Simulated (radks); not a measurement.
**Taking charge from the 3s level of S³⁺ in fractions**

One table from this session's results is given with a row withheld; the runs are named, their logs left out.

The numbers are computed with radks (a radial shooting solver on a logarithmic mesh, Libxc functionals) version 1 (scalar-relativistic Kohn-Sham, PBE, spin-polarised, spherical densities, point nucleus; open shells are filled with parallel spins first), except any that are marked as measured or tabulated.

## What is computed

- element: sulfur (Z = 16)
- charge: +3
- electrons: 13
- configuration: [Ne] 3s(up 1, down 1) 3p1

A shell typed twice in an input gives spin up, then spin down.

Set-up of the first run:

Input:

```text
Z 16
configuration [Ne] 3s1 3s1 3p1
relativity scalar-relativistic
functional pbe,pbe
spin polarised
nucleus point
c 137.035999084
```

Among the steps run: Start: [Ne] 3s(up 1, down 1) 3p1.

One table of the session follows, with a row left open; its other results are not shown here.

It belongs to the step «Start: [Ne] 3s(up 1, down 1) 3p1». Radial moments (bohr):

```
  level     <r>  outermost maximum (interpolated)  90 % within  nodes
  2s up       ?                                 ?            ?      ?
2s down  0.4778                             0.388        0.748      1
  2p up  0.4409                             0.325        0.734      0
2p down  0.4408                             0.325        0.734      0
  3s up   1.519                              1.34         2.25      2
3s down   1.521                              1.34         2.26      2
  3p up   1.658                              1.44         2.50      1
3p down   1.668                              1.44         2.52      1
```

Q: Estimate the row for 2s up from the others.

The run gave: <r>: 0.4779; outermost maximum (interpolated): 0.388; 90 % within: 0.749; nodes: 1. In the column «<r>» it lies between 2s down (0.4778) and 3s up (1.519).
